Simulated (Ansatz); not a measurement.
# HF, HCl, HBr: vertical ionisation energies

Ansatz 0.2.0, basis cc-pVDZ; geometries are PBE0/def2-TZVP minima. Wave-function levels freeze the cores with the filled d shells of p-block atoms; HF, MP2 and coupled cluster are restricted for singlets and unrestricted otherwise, restricted open-shell where a d shell is frozen. NEVPT2 stands on CASSCF in the full valence space. The reference is full CI, exact within the basis. An error is the level's value less the reference. None of these values is a measured one. Energies are electronic, without zero-point terms. No spin–orbit coupling and no scalar relativity. The set is small: such energies can lie up to about 0.3 eV from the limit, spin gaps mostly less, so near ties and functionals' places can change in larger sets. The species are chosen: bound, without strong static correlation by their natural occupations or amplitudes, in their lowest spin state as far as vertical gaps and like structures tell, with only the lowest ion state computed, and with a ladder that closes on the reference, so errors are smaller than for species at large; levels whose determinant breaks symmetry or spin markedly are left out.

```json
{"species": "HF, singlet", "bonds (Å)": "F–H 0.920", "quantity": "vertical ionisation to the doublet", "symmetry of the states": "Σ⁺ / Π", "reference": "full CI", "value (eV)": "15.432", "error CCSD": "-0.019", "error CCSD(T)": "-0.008", "error CCSDT": "-0.009", "error CCSDTQ": "-0.001", "error NEVPT2": "-0.031"}
{"species": "HCl, singlet", "bonds (Å)": "Cl–H 1.279", "quantity": "vertical ionisation to the doublet", "symmetry of the states": "Σ⁺ / Π", "reference": "full CI", "value (eV)": "12.271", "error CCSD": "-0.010", "error CCSD(T)": "-0.001", "error CCSDT": "-0.004", "error CCSDTQ": "-0.001", "error NEVPT2": "-0.108"}
{"species": "HBr, singlet", "bonds (Å)": "Br–H 1.421", "quantity": "vertical ionisation to the doublet", "symmetry of the states": "Σ⁺ / Π", "reference": "full CI", "value (eV)": "11.356", "error CCSD": "-0.006", "error CCSD(T)": "0.000", "error CCSDT": "-0.003", "error CCSDTQ": "0.000", "error NEVPT2": "-0.122"}
```

The reference falls from F to Br, by 4.076 eV in all.
